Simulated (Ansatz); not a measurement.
## How far each method lies from RCCSDT(Q) for AlF$_{3}$, singlet

Geometry: displaced at random from a stationary point.

```xyz
4

Al    0.0584    0.0215   -0.0083
F     1.5226    0.0426    0.0032
F    -0.8553    1.4018   -0.0074
F    -0.7502   -1.4749    0.0160
```

Basis cc-pVDZ; Ansatz 0.2.0. Correlated methods freeze the noble-gas cores, which leaves 24 electrons in 52 orbitals. Prefix R: restricted or restricted open-shell reference. Active spaces: frontier = (8e, 8o) about the gap.

Full CI isn't at hand for all of this; RCCSDT(Q) serves as the reference, and is uncertain by about the last step of the cluster series.

The UHF ⟨S²⟩ is 0.000 and the T1 diagnostic (RCCSD) is 0.0137. The largest doubles amplitude (RCCSD) is 0.024.

```
   level  E − E(RHF) (eV)
    RMP2         -16.8453
   RCCSD         -16.9283
RCCSD(T)         -17.1630
```

Problem. Estimate how far RCCSDT(Q) in cc-pVDZ lies from RCCSD(T). The table doesn't fix it; the size of (T) and the diagnostics are the guide.

Solution. RCCSDT(Q) in cc-pVDZ lies 51 meV below RCCSD(T), which is 22 % of the (T) step (-235 meV). The diagnostics are small and the rest is a small part of (T), but (T) is large here. The miss exceeds 1 kcal/mol.

The other levels:

| level | E − E(RCCSDT(Q)) (meV) | share of correlation (%) | wall time |
| --- | --- | --- | --- |
| CISD | 1980 | 88.50 | 15 s |
| BCCD(T) | 43 | 99.75 | 1.8 s |
| RCCSDT | 41 | 99.76 | – |
| CASSCF (frontier space) | 13545 | 21.31 | – |
| NEVPT2 (frontier space) | 763 | 95.57 | 16 s |

The correlation energy at RCCSDT(Q), counted from RHF, is -17.214 eV. That run took 4.3 min on 1 thread of Arm Neoverse V1, shared host.

Times hold each run's SCF and search for its determinant on a shared host, so for small cases they say little of a method's own cost; they ran on 1 thread of Arm Neoverse V1. Some runs computed forces too.
